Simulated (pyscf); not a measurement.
Thermochemistry of product channels of H₂B–PH₂ (SMILES BP) + H• (SMILES [H]) on the doublet surface, in kJ/mol, from ωB97M-D3(BJ)/def2-TZVP energies (ideal gas, 1 atm, RRHO with modes under 100 cm⁻¹ raised to 100, one conformer, R ln 2 for rigid chiral ones). Optimised with ωB97X-D3(BJ)/def2-SVP in PySCF.

```csv
products,ΔE,ΔH(298 K),ΔG(900 K),ΔG(1200 K)
H₂B–PH• (SMILES B[PH]) + H₂ (SMILES [H][H]),-79.4,-77.9,-99.6,-105.9
PH (SMILES [PH]) [triplet] + BH₂• (SMILES [BH2]) + H₂ (SMILES [H][H]),+284.5,+272.3,+135.1,+91.1
PH₂• (SMILES [PH2]) + BH₃ (SMILES B),-72.7,-66.3,-89.2,-92.8
PH₂• (SMILES [PH2]) + BH (SMILES [BH]) [singlet] + H₂ (SMILES [H][H]),+300.1,+285.8,+154.1,+112.0
PH₃ (SMILES P) + BH₂• (SMILES [BH2]),+26.9,+30.7,+4.2,-0.9
[HB–PH₂]• (SMILES [BH]P) + H₂ (SMILES [H][H]),+2.8,+3.0,-18.7,-25.2
```

These are energies of the channels, which say nothing of barriers.
